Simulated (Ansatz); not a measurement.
# BH5OSi: the cost of one run

All numbers are computed with the Python package of Ansatz 0.2.0. Level of theory: Hartree-Fock/def2-SVP.

### Step 1. The system

Bond lengths: O1–B2 1.405 Å, B2–Si3 1.918 Å, O1–H4 0.964 Å, B2–H5 1.191 Å, Si3–H6 1.475 Å, Si3–H7 1.529 Å, Si3–H8 1.436 Å. Angles: O1–B2–Si3 118.0°, O1–B2–H5 121.5°, Si3–B2–H5 120.6°, B2–O1–H4 104.4°, B2–Si3–H6 109.9°, B2–Si3–H7 109.4°, B2–Si3–H8 111.3°, H6–Si3–H7 107.4°, H6–Si3–H8 111.5°, H7–Si3–H8 107.1°.

The script holds or builds the structure itself.

### Step 2. The script

Contents of bend_bh5osi.py:

```python
'''Energy of BH5OSi against one bond angle.'''

import ansatz as az
from ase import Atoms

atoms = Atoms(['O', 'B', 'Si', 'H', 'H', 'H', 'H', 'H'], positions=[
    (-1.578, 0.8036, -0.5911),
    (-0.178, 0.7458, -0.4923),
    (0.5881, -0.5918, 0.6484),
    (-1.7869, 0.2617, -1.3608),
    (0.5198, 1.4832, -1.1142),
    (0.1667, -0.3647, 2.0432),
    (2.1128, -0.4814, 0.6071),
    (0.2476, -1.9136, 0.2039),
])

# relax first, so that the scan starts from a minimum
first = (
    az.Crystal.molecule_from_ase(atoms).calculation()
    .basis(gaussian='def2-SVP')
    .functional('hf')
    .relax(force_tolerance=0.02, max_steps=80)
)
atoms.positions = first.run(threads=1, backend='cpu').report['positions_ang']

rows = []
for angle in [85, 95, 105, 115, 125, 140, 160]:
    bent = atoms.copy()
    bent.set_angle(1, 0, 3, angle, indices=[3])
    calc = (
        az.Crystal.molecule_from_ase(bent).calculation()
        .basis(gaussian='def2-SVP')  # atom-centred Gaussian functions
        .functional('hf')
    )
    rows.append((angle, calc.run(threads=1, backend='cpu').report['free_energy_ev']))
floor = min(e for _, e in rows)
for angle, e in rows:
    print(f'angle B1-O0-H3 = {angle:3d} deg   {1000 * (e - floor):9.1f} meV')
```

### Step 3. Launch

Launch:

```
$ python bend_bh5osi.py
```

Q: Estimate wall time and peak memory on 1 thread of Arm Neoverse V2, shared host.

About 11 s, with a peak of 0.2 GiB.
